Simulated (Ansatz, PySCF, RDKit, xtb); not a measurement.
**C2H2B+: a search for the lowest isomer**

Given the formula C2H2B+ (charge +1) and nothing else, which arrangement of the atoms is the most stable in the gas at 400 K, and what are its properties?

Plan: many cheap relaxations first (GFN2-xTB), then density-functional screening, relaxation at B3LYP-D3(BJ)/6-311G**, vibrations and a final energy. The numbers are computed, not measured.

7 further runs of the same task are left out: 7 set aside as unsound or not needed.

### Step 1. Possible bonding patterns

All bonding patterns within simple valence rules are listed by program: one Lewis structure each, at most two rings and one unusual centre or charged pair. O–O, O–halogen and N–halogen bonds and N–N–N chains are not drawn. That gives 9 candidates.

| label | SMILES | spin |
| --- | --- | --- |
| c040 | B1[C+]=C1 | singlet |
| c118 | B1=[C+]C1 | singlet |
| c276 | [B+]=C=C | singlet |
| c294 | BC#[C+] | singlet |
| c329 | [BH+]C#C | singlet |
| c401 | [b+]1cc1 | singlet |
| c439 | [CH+]=[B-]=[CH+] | singlet |
| c748 | [BH2-]1[C+]=[C+]1 | singlet |
| c828 | [C+]#[B-][CH2+] | singlet |

Candidates are built by distance geometry, with a force field where one applies, in up to four conformers (letters a to d). 6 starts with atoms placed at random are added, to find patterns that the rules miss.

Q: Predict the outcome of this search (final energies at CCSD(T)/def2-TZVPP).

| quantity | value |
| --- | --- |
| lowest structure found | [BH+]C#C, singlet, C∞v |
| next finalist | [b+]1cc1, singlet, 29.6 kcal/mol higher in G |
| share at equilibrium, among the finalists | 100.0 % |
| harmonic wavenumbers, lowest and highest (B3LYP-D3(BJ)/6-311G**) | 224 and 3373 cm⁻¹ |
| rotational constants, same geometry | 0.3281 cm⁻¹ |
| HOMO energy (PBE0/def2-TZVPD) | -16.16 eV |
| LUMO energy (PBE0/def2-TZVPD) | -9.70 eV |
| HOMO–LUMO gap (PBE0/def2-TZVPD) | 6.46 eV |
| lowest excitation (TD-CAM-B3LYP/def2-SVPD) | 4.17 eV (f = 0.000) |
| lowest triplet excitation, same level, Tamm-Dancoff | 3.37 eV |
| vertical ionisation energy | 18.85 eV |
| vertical recombination energy (electron added) | 7.41 eV |
| vertical triplet less singlet | +3.50 eV |

The search ends on `[BH+]C#C`. The margin of 29.6 kcal/mol over the next finalist is beyond the usual error of the last level; it says nothing of structures that weren't ranked. GFN2-xTB, HF/STO-3G, r2SCAN-D4/def2-SVP, B3LYP-D3(BJ)/6-311G**, HF/def2-TZVPP and MP2/def2-TZVPP already put its bonding pattern lowest among the structures in one piece. A large T1 diagnostic among the finalists warns that one reference determinant may not suffice. It concerns: the finalist [b+]1cc1 (singlet). Lowest found is not proven lowest: the search is finite, and each finalist counts with one conformer.
